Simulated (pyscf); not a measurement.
**Four-centre exchange: H₃C–N(CH₃)–Ti(NH₂)(NH₂)–NH₂ + ammonia (NH₃) → H₂N–Ti(NH₂)(NH₂)–NH₂ + H₃C–NH–CH₃**

Gas phase, singlet surface, charge 0. Bonds broken: Ti1–N2, N20–H21. Bonds formed: Ti1–N20, N2–H21. Optimised with ωB97X-D3(BJ)/def2-SVP in PySCF.

Transition state (Å):

```xyz
23

Ti     0.5025     0.0914     0.4687
N     -1.6289     0.0302     0.5995
C     -2.2805    -0.9024    -0.2973
C     -2.1695     0.0389     1.9435
N      1.3219    -0.2342    -1.1992
N      1.4650     1.0265     1.7946
N      0.4589    -1.6503     1.2040
H     -1.8397    -0.8146    -1.3037
H     -3.3683    -0.7063    -0.3764
H     -2.1535    -1.9537     0.0278
H     -3.2530     0.2712     1.9503
H     -2.0335    -0.9339     2.4554
H     -1.6487     0.8018     2.5448
H      1.7433     0.4817    -1.7853
H      1.5649    -1.1606    -1.5386
H      1.7683     0.6120     2.6712
H      1.9079     1.9313     1.6566
H      1.3305    -2.1531     1.3721
H     -0.3256    -2.2303     1.4873
N     -0.3585     1.9462    -0.2703
H     -1.3401     1.1711     0.1050
H     -0.2398     2.8067     0.2613
H     -0.3149     2.1644    -1.2642
```

One imaginary mode, 1284i cm⁻¹; descent along it reached the two sides named, in the forms told below.

| bond | change | reactant side (Å) | saddle | product side |
|---|---|---|---|---|
| Ti1–N2 | breaks | 1.893 | 2.136 | 2.267 |
| N20–H21 | breaks | 1.019 | 1.306 | 2.195 |
| Ti1–N20 | forms | 2.351 | 2.174 | 1.974 |
| N2–H21 | forms | 3.0 | 1.276 | 1.021 |

Electronic energies relative to the separated reactants (eV):

```
level                   barrier  reaction energy  reverse barrier
----------------------  -------  ---------------  ---------------
ωB97X-D3(BJ)/def2-TZVP     0.34            +0.16             0.18
PBE/def2-TZVP              0.46            +0.10             0.36
r²SCAN/def2-TZVP           0.36            +0.14             0.23
B3LYP-D3(BJ)/def2-TZVP     0.40            +0.16             0.24
PBE0-D3(BJ)/def2-TZVP      0.33            +0.14             0.19
M06-2X/def2-TZVP           0.27            +0.09             0.18
ωB97M-D3(BJ)/def2-TZVP     0.39            +0.09             0.30
HF/def2-TZVP               0.99            -0.13             1.12
```

With ωB97M-D3(BJ)/def2-TZVP energies and thermal terms (ideal gas, 1 atm, RRHO with modes under 100 cm⁻¹ raised to 100, one conformer, R ln 2 for rigid chiral ones), in eV:

| T (K) | ΔH‡ | ΔG‡ | ΔH | ΔG |
|---|---|---|---|---|
| 298 | 0.33 | 0.86 | +0.08 | +0.03 |
| 600 | 0.34 | 1.40 | +0.08 | -0.01 |
| 900 | 0.37 | 1.93 | +0.08 | -0.06 |
| 1200 | 0.41 | 2.44 | +0.09 | -0.11 |

On the reactant side the descent ends in an adduct with a N–Ti contact (not fully relaxed), 0.48 eV under the separated species and 0.82 eV under the saddle at ωB97X-D3(BJ)/def2-TZVP. On the product side the descent ends in an adduct with a N–Ti contact, 0.33 eV under the separated species and 0.51 eV under the saddle at ωB97X-D3(BJ)/def2-TZVP. What is counted as formed (N–Ti) is already present as a longer contact in the reactant adduct; forming that adduct is a step of its own. What is counted as broken (N–Ti) persists as a longer contact in the product adduct; parting that adduct is a step of its own. H₃C–NH–CH₃ lies 0.34 eV over its isomer H₃C–CH₂–NH₂, and others may lie lower still (electronic energy, ωB97M-D3(BJ)). This is the saddle that the search found; another between the same sides may lie lower.
